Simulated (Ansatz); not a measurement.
## Pulling the pair apart

The pair of H2S (SMILES S, atoms 1–3) and PH3 (SMILES P, atoms 4–7), both closed shells, in one local arrangement (a lower one may exist), relaxed at PBE0-D4/def2-TZVP:

```
7
angstrom
S 0.1036 0.6807 -2.4444
H 0.9184 0.1615 -1.5103
H -0.4613 -0.5112 -2.6890
P 0.2899 -0.2294 1.3106
H -1.0386 -0.6914 1.1279
H -0.1131 1.1161 1.5064
H 0.3012 -0.5262 2.6989
```

PH3 is shifted rigidly along the line between the mean atom positions of the two fragments (negative: closer). Counterpoise interaction energies in kcal/mol. Program: Ansatz 0.2.0. Basis: def2-TZVPPD. Cores are frozen in the correlated methods.

```tsv
shift (Å)	PBE0-D4	PBE-D4	MP2
-0.39	-0.89	-1.26	-0.04
-0.19	-1.48	-1.76	-0.88
0.00	-1.64	-1.84	-1.20
0.19	-1.58	-1.73	-1.24
0.46	-1.35	-1.45	-1.11
0.97	-0.86	-0.91	-0.74
1.93	-0.32	-0.33	-0.30
3.87	-0.06	-0.05	-0.07
```

Task: What does CCSD(T) give at these shifts? (An estimate is asked for; the value comes from the calculation.)

Result: Computed: 0.45, -0.53, -0.94, -1.06, -0.98, -0.67, -0.28, -0.06 kcal/mol. For zero shift, CCSD(T) at an estimated basis limit (MP2 extrapolated from triple and quadruple zeta, plus CCSD(T) − MP2 in triple zeta) gives -1.27 kcal/mol. These are counterpoise interaction energies, counted from the two frozen fragments.

T1 diagnostic: at most 0.012.

For scale, one of the runs: CCSD(T)/def2-TZVPPD, 184 basis functions, launched by `ansatz run in.yaml --threads 2 --pin off --events-out ev --progress --plain --max-ram 5222MiB`. The run took 9.5 s on 2 CPU threads of an Intel Xeon 6975P-C (shared host), with 1.8 GiB of host memory at its peak.
